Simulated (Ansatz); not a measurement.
Molecule: cyanoethylene, C₃H₃N, charge 0, multiplicity 1. SMILES: C=CC#N
Geometry: optimised at B3LYP-D3(BJ)/def2-TZVP (Ansatz, a quantum-chemistry and plane-wave program).

Wanted: vertical ionisation energy (to the doublet state of charge +1; each state is the SCF solution reached for its spin; the UHF <S^2> is 0.94 for the doublet (pure: 0.75); for the singlet the Hartree-Fock reference is unstable and T1 is 0.014), in eV. Cores are frozen in the correlated levels unless marked. Open shells are spin-unrestricted. No spin-orbit coupling. Non-relativistic. CBS marks a two-point X^-3 extrapolation of the correlation energy; Hartree-Fock from the larger set. The bracket is a focal-point correction in the basis named.

RI-MP2/CBS(aug-cc-pVTZ,aug-cc-pVQZ)+[CCSD(T)-MP2]/aug-cc-pVTZ (Ansatz) gives 11.20 eV.

**Question.** Another calculation gave 11.03 eV. Which level was it?
A) BHLYP/def2-TZVPD (Ansatz)
B) B3LYP/def2-TZVPD (Ansatz)
C) SVWN5/def2-TZVPD (Ansatz)
D) B2PLYP/def2-TZVPD (Ansatz)

**Answer.** C, SVWN5/def2-TZVPD (Ansatz). The others give 10.77 (B3LYP), 10.60 (BHLYP), 10.90 (B2PLYP) eV.
